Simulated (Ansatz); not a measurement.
# BSiH3 (triplet): the correlation ladder at distance B1–H4 along a hydrogen transfer = 1.532 Å, cc-pVTZ

The task here is to estimate one member of a computed series from the others.

Method: cc-pVTZ, core rule «outside noble gas», up to 6 orbitals frozen; program: Ansatz 0.2.0, Gaussian basis.

Plan: UHF; CCSD(T) on ROHF; CCSD(T) on UHF; BCCD(T) on ROHF; CISD; CCSDT(Q) on ROHF; CCSDT(Q) on UHF; CASSCF and NEVPT2, 4 electrons in 4 orbitals; CASSCF and NEVPT2, 10 electrons in 11 orbitals.

1 further run of the same task is left out (for a known fault of the program).

**The system**

The geometry derives from fragments relaxed apart (PBE0/def2-TZVP) and kept rigid, so it is no stationary point. A hydrogen atom is moved between rigid fragments.

5 atoms, charge 0, spin multiplicity 3.

Atoms are counted from 1 here; the program's logs count them from 0.

Bond lengths: B1–H2 1.193 Å, B1–H3 1.193 Å. Angles: H2–B1–H3 120.0°.

Geometry (Å):

```xyz
5
charge 0, multiplicity 3
B    -2.3015    0.0000    0.0000
H    -2.8982    1.0336    0.0000
H    -2.8982   -1.0336    0.0000
H    -0.7695    0.0000    0.0000
Si    1.1215    0.0000    0.0000
```

Set-up of the first run:

Input file in.yaml:

```yaml
crystal:
  periodic: [false, false, false]
  atoms:
    - {symbol: B, position_ang: [-2.301459, 0.000000, 0.000000]}
    - {symbol: H, position_ang: [-2.898192, 1.033571, 0.000000]}
    - {symbol: H, position_ang: [-2.898192, -1.033571, 0.000000]}
    - {symbol: H, position_ang: [-0.769459, 0.000000, 0.000000]}
    - {symbol: Si, position_ang: [1.121541, 0.000000, 0.000000]}
basis:
  gaussian: {orbitals: cc-pVTZ}
magnetization: {spin_polarized: true, initial_magnetization: 2}
hamiltonian: {xc: hf}
output: {orbitals: {seedname: orbitals}}
```

Started as:

```
$ ansatz run in.yaml --threads 1 --pin off --events-out ev --progress --plain --max-ram 4096MiB --backend cpu
```

Steps of the session up to this table: UHF; CCSD(T) on ROHF; CCSD(T) on UHF; BCCD(T) on ROHF; CISD; CCSDT(Q) on ROHF; CCSDT(Q) on UHF; CASSCF and NEVPT2, 4 electrons in 4 orbitals; CASSCF and NEVPT2, 10 electrons in 11 orbitals.

One of the session's tables, all rows but one given; the rest of the session is left out.

It belongs to the step «Misses and costs». 

```
        method  from UCCSDT(Q) (meV)
          ROHF               +6364.0
           UHF               +6228.0
          RMP2               +1322.5
          UMP2               +1341.7
          CISD                +736.6
         RCCSD                +262.1
         UCCSD                +256.7
      RCCSD(T)                 +54.0
      UCCSD(T)                 +53.3
       BCCD(T)                 +53.9
        RCCSDT                     ?
        UCCSDT                  +8.9
     RCCSDT(Q)                  +1.9
     UCCSDT(Q)                     0
   CASSCF pair               +5817.7
   NEVPT2 pair               +1355.7
CASSCF valence               +4319.4
NEVPT2 valence               +1161.3
```

**Question.** Estimate the row for RCCSDT.

The run gave: from UCCSDT(Q) (meV): +10.3. In the column «from UCCSDT(Q) (meV)» it lies between UCCSDT (+8.9) and UCCSD(T) (+53.3).

Caveats from the session: Restricted and unrestricted rows rest on different reference determinants; where their highest levels disagree by more than a few hundredths of an eV, they describe different states and don't form one ladder.
